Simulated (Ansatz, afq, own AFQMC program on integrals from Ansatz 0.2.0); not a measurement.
**CH$_{4}$OSi, singlet: AFQMC among the cluster methods**

```yaml
atoms:
  - { symbol: C, position_ang: [-0.6241, 0.4711, -0.2789] }
  - { symbol: Si, position_ang: [1.2121, 0.1475, -0.7294] }
  - { symbol: O, position_ang: [1.5901, -0.9994, 0.4301] }
  - { symbol: H, position_ang: [-1.2128, -0.4619, -0.3601] }
  - { symbol: H, position_ang: [-1.0965, 1.2241, -0.9292] }
  - { symbol: H, position_ang: [-0.7141, 0.8222, 0.7661] }
  - { symbol: H, position_ang: [0.9067, -1.2716, 1.0557] }
```

Basis def2-TZVP. Only valence electrons are correlated. Integrals, coupled cluster, full CI and functionals: Ansatz 0.2.0; the random walks run on the same integrals in our own AFQMC program. The CISD trial takes its coefficients from CCSD amplitudes. Released means that phaseless walkers are propagated on without the constraint, phases kept. Uncertainties: one standard error, sampling alone.

Determinant: UHF, the one that the program's search chose, which needn't be the lowest solution. The geometry is a PBE0/def2-SVP stationary point of this or a neighbouring charge and spin state.

No full CI on the walks' own integrals is used here. The released AFQMC energy serves as the reference, which it does only where one determinant dominates, the energy is flat over the last release times and near the phaseless one (40 meV or 2 meV an electron, half that with transition metals). On small molecules, where full CI could be run and the noise was under 10 meV, such values lay within 10 meV of it in 19 cases of 20, a flattering rate, since the rule was set on those same cases; what remains of the bias isn't in the error bar.

Cautions: an unrestricted solution with more broken spin lies lower (18 meV, ⟨S²⟩ 0.17), while this determinant keeps restricted orbitals; the ph-AFQMC/HF walk drifts between its halves (2.6 errors); the released value is read at 0.99 1/Eh with a noise of 11 meV, more than in the cases checked, later times being too noisy (meV from the phaseless value at times in 1/Eh: 1 ± 7 at 0.24, -15 ± 10 at 0.51, -4 ± 11 at 0.99, -18 ± 14 at 1.50).

```
T1 diagnostic                               : 0.0142
weight of the determinant in the CISD state : 0.824
⟨S²⟩ of the determinant                     : 0.000
size of the correlated space                : 18 electrons in 116 orbitals
```

Reference: AFQMC with the constraint released, correlation energy -15.360 ± 0.011 eV.

| level | E − E(reference) (kcal/mol) | share of correlation (%) |
| --- | --- | --- |
| HF | 354.20 ± 0.25 | 0.00 |
| MP2 | 33.23 ± 0.25 | 90.62 |
| CCSD | 13.96 ± 0.25 | 96.06 |
| CCSD(T) | 1.18 ± 0.25 | 99.67 |
| ph-AFQMC/HF | -3.91 ± 0.81 | 101.10 |
| ph-AFQMC/CISD | 0.08 ± 0.30 | 99.98 |

Released energies are given only where the last usable release times agree within the noise; a slower fall can still hide under it.
